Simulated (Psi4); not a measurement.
# C3H5 (cyclopropyl): USVWN5/def2-SVPD

What is the vertical electron affinity of C3H5 (cyclopropyl) at USVWN5/def2-SVPD? Input form: a Python script.

The calculation is run with Psi4 1.11.

4 further runs of the same task are left out: 1 that didn't finish, 3 set aside as unsound or not needed.

## 1. The system as given

The species is C3H5 (8 atoms), meant as a doublet with charge 0. SMILES: `[CH]1CC1`. The shape is that of a PBE0-D4/def2-TZVP optimisation.

Bond lengths: C1–C2 1.459 Å, C1–C3 1.459 Å, C2–C3 1.523 Å, C1–H4 1.079 Å, C2–H5 1.087 Å, C2–H6 1.087 Å, C3–H7 1.087 Å, C3–H8 1.087 Å. Some angles: C1–C2–C3 58.5°, C2–C1–C3 62.9°, C1–C3–C2 58.5°, C1–C2–H5 119.2°, C1–C2–H6 118.9°, C3–C2–H5 119.0°, C3–C2–H6 116.7°, C2–C1–H4 132.7°, C3–C1–H4 132.7°, C1–C3–H7 118.9°.

## 2. The energy at USVWN5/def2-SVPD

Input file c3h5.xyz:

```xyz
8
C3H5
C     -0.922400    -0.237300    -0.208900
C      0.037400     0.758900     0.254400
C      0.443600    -0.691200     0.028700
H     -1.570500    -0.284700    -1.070600
H      0.388600     1.518600    -0.439000
H     -0.013700     1.097500     1.285600
H      0.653200    -1.283800     0.915000
H      1.075900    -0.935200    -0.820900
```

Input file run.py:

```python
import psi4

psi4.set_memory(1600000000)
psi4.set_num_threads(1)
psi4.set_output_file('c3h5.out', False)

with open('c3h5.xyz') as f:
    atoms = ''.join(f.readlines()[2:])
geom = psi4.geometry('0 2\n' + atoms + 'symmetry c1\nno_reorient\nno_com')

psi4.set_options({
    'basis': 'def2-SVPD',
    'reference': 'uks',
    'puream': True,
    'e_convergence': 1e-09,
    'd_convergence': 1e-08,
    'scf_type': 'pk',
    'dft_radial_points': 99,
    'dft_spherical_points': 590,
    'maxiter': 200,
})

e_tot, wfn = psi4.energy('scf', dft_functional={"name": "SVWN5", "x_functionals": {"LDA_X": {}}, "c_functionals": {"LDA_C_VWN": {}}}, return_wfn=True)
psi4.oeprop(wfn, 'QUADRUPOLE', 'WIBERG_LOWDIN_INDICES', 'DIPOLE')
print(f'scf energy: {e_tot:.10f} Eh')
for k, v in sorted(psi4.core.scalar_variables().items()):
    print(f'{k:45s} {v:18.10f}')
```

Started as:

```sh
$ python run.py
```

c3h5.out:

```text
[...]
  Running in c1 symmetry.
[...]
  Nuclear repulsion =   69.463268010834852
[...]
  Multiplicity = 2
[...]
  Nalpha       = 12
  Nbeta        = 11
[...]
    Number of basis functions: 100
[...]
   @UKS iter   1:  -115.59781432926587    1.84277e-01   8.63079e-03 ADIIS/DIIS
[...]
   @UKS iter  11:  -116.02015566073891   -3.31681e-11   9.84158e-09 DIIS
[...]
   @S^2 Observed:                7.522635335E-01
[...]
    Orbital Energies [Eh]
    ---------------------
    Alpha Occupied:
       1A     -9.811903     2A     -9.797722     3A     -9.797647
       4A     -0.788385     5A     -0.540053     6A     -0.517533
       7A     -0.449749     8A     -0.425341     9A     -0.327860
      10A     -0.288377    11A     -0.281663    12A     -0.179057
    Alpha Virtual:
      13A      0.014827    14A      0.036274    15A      0.036898
      16A      0.057166    17A      0.087494    18A      0.094013
      19A      0.124005    20A      0.139762    21A      0.141356
      22A      0.158133    23A      0.171359    24A      0.171599
      25A      0.185886    26A      0.202999    27A      0.215943
[...]
  @UKS Final Energy:  -116.02015566073891
   => Energetics <=
    Nuclear Repulsion Energy =             69.4632680108348524
    One-Electron Energy =                -293.2445747314543496
    Two-Electron Energy =                 124.6787442660605620
    DFT Exchange-Correlation Energy =     -16.9175932061799656
    Empirical Dispersion Energy =           0.0000000000000000
    VV10 Nonlocal Energy =                  0.0000000000000000
    Total Energy =                       -116.0201556607389080
[...]
 Multipole Moments:
 ------------------------------------------------------------------------------------
     Multipole            Electronic (a.u.)      Nuclear  (a.u.)        Total (a.u.)
 ------------------------------------------------------------------------------------
 L = 1.  Multiply by 2.5417464519 to convert [e a0] to [Debye]
 Dipole X            :          4.2036237           -3.9965818            0.2070420
 Dipole Y            :          1.7900272           -1.7105801            0.0794471
 Dipole Z            :         -0.7334582            0.5958306           -0.1376276
 Magnitude           :                                                    0.2609973
 L = 2.  Multiply by 1.3450342976 to convert [e a0^2] to [Debye ang]
 Quadrupole XX       :        -52.9948643           37.4815673          -15.5132970
 Quadrupole XY       :          3.9008166           -4.2089781           -0.3081615
[...]
```

On the terminal:

```text
Memory set to   1.490 GiB by Python driver.
  Threads set to 1 by Python driver.
scf energy: -116.0201556607 Eh
CURRENT ENERGY                                   -116.0201556607
CURRENT REFERENCE ENERGY                         -116.0201556607
DD SOLVATION ENERGY                                 0.0000000000
DFT FUNCTIONAL TOTAL ENERGY                      -116.0201556607
DFT TOTAL ENERGY                                 -116.0201556607
DFT VV10 ENERGY                                     0.0000000000
DFT XC ENERGY                                     -16.9175932062
GRID ELECTRONS ALPHA                               12.0000000153
GRID ELECTRONS BETA                                11.0000000748
GRID ELECTRONS TOTAL                               23.0000000900
NUCLEAR REPULSION ENERGY                           69.4632680108
ONE-ELECTRON ENERGY                              -293.2445747315
PCM POLARIZATION ENERGY                             0.0000000000
PE ENERGY                                           0.0000000000
SCF ITERATION ENERGY                             -116.0201556607
SCF ITERATIONS                                     11.0000000000
SCF TOTAL ENERGY                                 -116.0201556607
TWO-ELECTRON ENERGY                               124.6787442661
XC GRID RADIAL POINTS                              99.0000000000
XC GRID SPHERICAL POINTS                          590.0000000000
XC GRID TOTAL POINTS                           445214.0000000000
```

It took 15 s on 1 thread of Intel Xeon 6975P-C (Granite Rapids), shared host; peak memory 0.73 GiB.

## 3. The singlet anion: energy and gradient at SVWN5/def2-SVPD

Input file run.py:

```python
import psi4

psi4.set_memory(1600000000)
psi4.set_num_threads(1)
psi4.set_output_file('psi4.out', False)

molecule = psi4.geometry("""
-1 1
C     -1.74308338    -0.44843201    -0.39476379
C      0.07067576     1.43411316     0.48074633
C      0.83828251    -1.30617870     0.05423514
H     -2.96781488    -0.53800503    -2.02314079
H      0.73434757     2.86973809    -0.82958977
H     -0.02588925     2.07397442     2.42943191
H      1.23436910    -2.42603040     1.72909940
H      2.03315634    -1.76727187    -1.55127618
units au
symmetry c1
no_reorient
no_com
""")

options = {'basis': 'def2-SVPD', 'puream': True, 'e_convergence': 1e-09, 'd_convergence': 1e-08, 'scf_type': 'pk', 'dft_radial_points': 99, 'dft_spherical_points': 590}
psi4.set_options(options)

e_tot, wfn = psi4.gradient('scf', dft_functional={"name": "SVWN5", "x_functionals": {"LDA_X": {}}, "c_functionals": {"LDA_C_VWN": {}}}, return_wfn=True)
psi4.oeprop(wfn, 'MAYER_INDICES', 'DIPOLE', 'MULLIKEN_CHARGES')
print('gradient / Eh bohr^-1')
print(e_tot.np.round(6))
print(f'energy = {wfn.energy():.10f} Eh')
for k, v in sorted(psi4.core.scalar_variables().items()):
    print(f'{k:45s} {v:18.10f}')
```

Started as:

```sh
$ python run.py
```

psi4.out:

```text
[...]
  Running in c1 symmetry.
[...]
  Nuclear repulsion =   69.463267952563214
[...]
  Multiplicity = 1
[...]
  Nalpha       = 12
  Nbeta        = 12
[...]
    Number of basis functions: 100
[...]
   @RKS iter   1:  -115.24359914651808    5.38493e-01   1.13275e-02 DIIS/ADIIS
[...]
   @RKS iter  13:  -116.01942581765039   -2.41585e-13   6.15934e-09 DIIS
[...]
  @RKS Final Energy:  -116.01942581765039
   => Energetics <=
    Nuclear Repulsion Energy =             69.4632679525632142
    One-Electron Energy =                -298.8368292344235897
    Two-Electron Energy =                 130.5086084308744603
    DFT Exchange-Correlation Energy =     -17.1544729666644784
    Empirical Dispersion Energy =           0.0000000000000000
    VV10 Nonlocal Energy =                  0.0000000000000000
    Total Energy =                       -116.0194258176503865
[...]
  -Total Gradient:
     Atom            X                  Y                   Z
    ------   -----------------  -----------------  -----------------
       1        0.020841223720     0.011111243910    -0.033814987810
       2        0.009566555378     0.021574135114     0.015117949373
       3        0.020405974046    -0.016981730609     0.009089462179
       4       -0.002408060220    -0.003594146977     0.018760866689
       5       -0.016797306168    -0.015317849086     0.011468583357
       6       -0.001591246686    -0.011456593357    -0.019284098935
       7       -0.008714975235     0.013959318158    -0.015321745779
       8       -0.021302303135     0.000705479613     0.013984637248
[...]
 Multipole Moments:
 ------------------------------------------------------------------------------------
     Multipole            Electronic (a.u.)      Nuclear  (a.u.)        Total (a.u.)
 ------------------------------------------------------------------------------------
 L = 1.  Multiply by 2.5417464519 to convert [e a0] to [Debye]
 Dipole X            :          5.0565215           -3.9965818            1.0599397
 Dipole Y            :          2.0627874           -1.7105801            0.3522073
 Dipole Z            :         -0.8124024            0.5958306           -0.2165717
 Magnitude           :                                                    1.1377282
[...]
  Mulliken Charges: (a.u.)
   Center  Symbol    Alpha    Beta     Spin     Total
       1     C     3.04980  3.04980  0.00000 -0.09961
       2     C     2.83303  2.83303  0.00000  0.33393
       3     C     2.83292  2.83292  0.00000  0.33417
       4     H     0.71220  0.71220  0.00000 -0.42440
       5     H     0.67860  0.67860  0.00000 -0.35720
       6     H     0.60734  0.60734  0.00000 -0.21467
       7     H     0.60732  0.60732  0.00000 -0.21464
       8     H     0.67879  0.67879  0.00000 -0.35757
   Total alpha = 12.00000, Total beta = 12.00000, Total charge = -1.00000
[...]
```

Standard output:

```text
Memory set to   1.490 GiB by Python driver.
  Threads set to 1 by Python driver.
gradient / Eh bohr^-1
[[ 0.020841  0.011111 -0.033815]
 [ 0.009567  0.021574  0.015118]
 [ 0.020406 -0.016982  0.009089]
 [-0.002408 -0.003594  0.018761]
 [-0.016797 -0.015318  0.011469]
 [-0.001591 -0.011457 -0.019284]
 [-0.008715  0.013959 -0.015322]
 [-0.021302  0.000705  0.013985]]
energy = -116.0194258177 Eh
CURRENT ENERGY                                   -116.0194258177
CURRENT REFERENCE ENERGY                         -116.0194258177
DD SOLVATION ENERGY                                 0.0000000000
DFT FUNCTIONAL TOTAL ENERGY                      -116.0194258177
DFT TOTAL ENERGY                                 -116.0194258177
DFT VV10 ENERGY                                     0.0000000000
DFT XC ENERGY                                     -17.1544729667
GRID ELECTRONS ALPHA                               11.9999999980
GRID ELECTRONS BETA                                11.9999999980
GRID ELECTRONS TOTAL                               23.9999999959
NUCLEAR REPULSION ENERGY                           69.4632679526
ONE-ELECTRON ENERGY                              -298.8368292344
PCM POLARIZATION ENERGY                             0.0000000000
PE ENERGY                                           0.0000000000
SCF ITERATION ENERGY                             -116.0194258177
SCF ITERATIONS                                     13.0000000000
SCF TOTAL ENERGY                                 -116.0194258177
TWO-ELECTRON ENERGY                               130.5086084309
XC GRID RADIAL POINTS                              99.0000000000
XC GRID SPHERICAL POINTS                          590.0000000000
XC GRID TOTAL POINTS                           445215.0000000000
```

It took 14 s on 1 thread of Intel Xeon 6975P-C (Granite Rapids), shared host; peak memory 0.74 GiB.

## 4. Outcome

At USVWN5/def2-SVPD:

| quantity | value |
| --- | --- |
| doublet C3H5: total energy | -116.02016 Eh |
| doublet C3H5: dipole moment | 0.66 D |
| doublet C3H5: HOMO energy (highest over α and β) | -4.87 eV |
| doublet C3H5: LUMO energy (lowest over α and β) | -3.27 eV |
| doublet C3H5: ⟨S²⟩ | 0.752 |
| singlet anion: total energy | -116.01943 Eh |
| singlet anion: HOMO energy | 3.21 eV |
| singlet anion: LUMO energy | 4.79 eV |
| singlet anion: HOMO–LUMO gap (to an unbound level, set by the basis) | 1.59 eV |
| singlet anion: largest force on an atom | 2.121 eV/Å |
| vertical electron affinity (to the singlet anion) | -0.020 eV |

What this shows: The anion lies 0.02 eV (0.5 kcal/mol) above the neutral: the electron isn't bound at this level, and such a value depends on the basis. The HOMO (singlet anion) lies at positive energy, 3.21 eV, as semi-local functionals often give for anions; only total energies tell whether the electron is bound.
